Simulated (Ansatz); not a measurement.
```yaml
crystal:
  periodic: [false, false, false]
  atoms:
    - {symbol: Pd, position_ang: [-0.490099, -0.000464, -0.140072]}
    - {symbol: Si, position_ang: [1.682111, 0.001716, 0.529298]}
    - {symbol: H, position_ang: [2.437104, 1.227537, 0.017118]}
    - {symbol: H, position_ang: [2.437629, -1.226390, 0.023405]}
basis:
  gaussian: {orbitals: def2-TZVP}
magnetization: {spin_polarized: true, initial_magnetization: 2}
hamiltonian: {xc: pbe0}
relax: {f_tol: 0.004, max_steps: 80}
```

```sh
$ ansatz run in.yaml --threads 1 --pin off --events-out ev --progress --plain --max-ram 2176MiB
```

Steps of the relaxation (energy above the last step; positions in Å, forces in eV/Å):

```
4
step 1, 26.0 meV
Pd   -0.490    0.000   -0.140    0.253    0.000    0.120
Si    1.682    0.002    0.529    0.237   -0.001   -0.571
H     2.437    1.228    0.017   -0.245   -0.320    0.226
H     2.438   -1.226    0.023   -0.245    0.321    0.225
```

```
4
step 2, 3.1 meV
Pd   -0.478    0.000   -0.131    0.090    0.000    0.045
Si    1.689    0.002    0.490    0.019    0.000   -0.167
H     2.428    1.233    0.032   -0.055   -0.137    0.062
H     2.428   -1.231    0.039   -0.055    0.138    0.061
```

```
4
step 3, 0.2 meV
Pd   -0.481    0.000   -0.125   -0.013    0.000    0.000
Si    1.681    0.002    0.473    0.006    0.000   -0.005
H     2.433    1.219    0.038    0.004    0.032    0.003
H     2.433   -1.217    0.044    0.004   -0.032    0.003
```

```
4
step 4, 0.0 meV
Pd   -0.482    0.000   -0.125   -0.002    0.000    0.000
Si    1.683    0.002    0.469    0.000    0.000    0.000
H     2.433    1.223    0.039    0.001    0.000    0.000
H     2.433   -1.222    0.046    0.001    0.000    0.000
```

Close pairs at the end: Si2–H4 1.497 Å, Si2–H3 1.497 Å, Pd1–Si2 2.244 Å.

A stationary point of unrestricted PBE0 after 4 steps, with ⟨S²⟩ = 2.006 against 2.00 for a pure state; no frequencies were run, so it isn't proven a minimum. 47 s on 1 thread of Arm Neoverse N1, shared host.
